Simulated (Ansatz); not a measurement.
**CHAlO (triplet): from Hartree-Fock to the top rungs at a displaced geometry (v1), cc-pVDZ**

An exercise on one series of results from a longer session: the logs are not shown, and one member is left open.

Program: Ansatz 0.2.0, Gaussian basis. Level of theory: cc-pVDZ, core rule «outside noble gas», up to 7 orbitals frozen. These are calculated values, not measurements.

To be run: UHF; CCSD(T) on ROHF; CCSD(T) on UHF; BCCD(T) on ROHF; CISD; CCSDT(Q) on ROHF; CCSDT(Q) on UHF.

23 further runs of the same task are left out: 8 that didn't finish, 15 set aside as unsound or not needed.

**What is computed**

The geometry is a PBE0/def2-TZVP stationary point (not a proven minimum) with its atoms shifted at random (size 0.040 Å).

4 atoms, charge 0, spin multiplicity 3.

Atoms are counted from 1 here; the program's logs count them from 0.

Bond lengths: C1–Al2 1.930 Å, Al2–O3 1.607 Å, O3–H4 0.985 Å. Angles: C1–Al2–O3 176.9°, Al2–O3–H4 170.4°.

Set-up of the first run:

Contents of in.yaml:

```yaml
crystal:
  periodic: [false, false, false]
  atoms:
    - {symbol: C, position_ang: [0.002337, -0.001845, -2.494654]}
    - {symbol: Al, position_ang: [0.001504, -0.017987, -0.564507]}
    - {symbol: O, position_ang: [0.049468, 0.041323, 1.040580]}
    - {symbol: H, position_ang: [-0.053309, -0.021491, 2.018582]}
basis:
  gaussian: {orbitals: cc-pVDZ}
magnetization: {spin_polarized: true, initial_magnetization: 2}
hamiltonian: {xc: hf}
output: {orbitals: {seedname: orbitals}}
```

Launch:

```console
ansatz run in.yaml --threads 1 --pin off --events-out ev --progress --plain --max-ram 2393MiB
```

Among the steps run: UHF; CCSD(T) on ROHF; CCSD(T) on UHF; BCCD(T) on ROHF; CISD; CCSDT(Q) on ROHF; CCSDT(Q) on UHF.

One of the session's tables, all rows but one given; the rest of the session is left out.

```
   method  from UCCSDT(Q) (meV)
     ROHF              +10094.5
      UHF                     ?
     RMP2               +1114.3
     UMP2               +1266.1
     CISD               +1373.0
    RCCSD                +408.7
    UCCSD                +397.1
 RCCSD(T)                 +91.7
 UCCSD(T)                 +95.6
  BCCD(T)                 +94.1
   RCCSDT                 +43.9
   UCCSDT                 +40.2
RCCSDT(Q)                  +5.3
UCCSDT(Q)                     0
```

Estimate the missing values for UHF.

**Answer.** from UCCSDT(Q) (meV): +9949.9. In the column «from UCCSDT(Q) (meV)» it lies between CISD (+1373.0) and ROHF (+10094.5).

Caveats from the session: Restricted and unrestricted rows rest on different reference determinants; where their highest levels disagree by more than a few hundredths of an eV, they describe different states and don't form one ladder.
